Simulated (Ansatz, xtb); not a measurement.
**Two isomers of C4H6**

Structure X: `CC#CC`, a singlet. Structure Y: `C=CC=C`, a singlet. Both are isolated molecules in the gas phase, relaxed with PBE0-D3(BJ)/def2-SVP; the shapes shown needn't be the lowest conformers.

X (Å):

```yaml
atoms:
  - { symbol: C, position_ang: [-0.1786, -0.6204, 0.5563] }
  - { symbol: C, position_ang: [-0.9524, 0.3577, -0.1922] }
  - { symbol: C, position_ang: [-1.5973, 1.1729, -0.8157] }
  - { symbol: C, position_ang: [-2.3712, 2.1511, -1.5642] }
  - { symbol: H, position_ang: [0.3957, -1.2761, -0.1173] }
  - { symbol: H, position_ang: [0.5378, -0.1295, 1.2340] }
  - { symbol: H, position_ang: [-0.8312, -1.2620, 1.1694] }
  - { symbol: H, position_ang: [-1.8292, 3.1059, -1.6534] }
  - { symbol: H, position_ang: [-3.3346, 2.3596, -1.0725] }
  - { symbol: H, position_ang: [-2.5876, 1.7943, -2.5836] }
```

Y (Å):

```yaml
atoms:
  - { symbol: C, position_ang: [-0.6705, -0.2201, 0.9439] }
  - { symbol: C, position_ang: [-1.0643, 0.1021, -0.2959] }
  - { symbol: C, position_ang: [-1.4879, 1.4331, -0.7008] }
  - { symbol: C, position_ang: [-1.8819, 1.7553, -1.9405] }
  - { symbol: H, position_ang: [-0.3606, -1.2357, 1.2007] }
  - { symbol: H, position_ang: [-0.6461, 0.5267, 1.7438] }
  - { symbol: H, position_ang: [-1.0768, -0.6710, -1.0738] }
  - { symbol: H, position_ang: [-1.4753, 2.2063, 0.0771] }
  - { symbol: H, position_ang: [-2.1918, 2.7709, -2.1973] }
  - { symbol: H, position_ang: [-1.9064, 1.0084, -2.7404] }
```

Problem. Estimate which is lower in electronic energy at CCSD(T)/def2-TZVP, and by roughly how much.

Solution. The CCSD(T)/def2-TZVP calculation puts structure Y lower, by 0.372 eV.

Level by level:

| level | geometry | E(Y) − E(X) (eV) | departure from the last row (eV) | job, with rough time for the two |
| --- | --- | --- | --- | --- |
| GFN2-xTB | GFN2-xTB | +0.132 | +0.504 | optimisation, 0.1 s |
| HF/STO-3G | GFN2-xTB | +0.490 | +0.862 | single point, 0.18 s |
| r2SCAN-D4/def2-SVP | GFN2-xTB | −0.397 | −0.025 | single point, 1.3 s |
| PBE0-D3(BJ)/def2-SVP | PBE0-D3(BJ)/def2-SVP | −0.366 | +0.006 | optimisation, 8.1 s |
| HF/def2-TZVP | PBE0-D3(BJ)/def2-SVP | −0.353 | +0.019 | part of the CCSD(T) run |
| MP2/def2-TZVP | PBE0-D3(BJ)/def2-SVP | −0.215 | +0.157 | part of the CCSD(T) run |
| CCSD(T)/def2-TZVP | PBE0-D3(BJ)/def2-SVP | −0.372 |  | single point, 22 s |

As drawn, Y has 2 C=C in place of 1 C–C, 1 C≡C.

GFN2-xTB, HF/STO-3G put the two in the other order. The largest departure from CCSD(T)/def2-TZVP is that of HF/STO-3G, 0.862 eV.

With harmonic frequencies from PBE0-D3(BJ)/def2-SVP (ideal gas, rigid rotor, one conformer each, 1000 K, 1 atm): on the last row, ΔE + ΔZPE = −0.341 eV. A mode under 50 cm⁻¹ makes harmonic enthalpies and free energies unreliable, so none is given.

The correlated steps freeze 4 core orbitals. Programs: Ansatz 0.2.0, xtb 6.7.1; the last row on 2 threads of Intel(R) Xeon(R) 6975P-C (Granite Rapids) on a shared host.
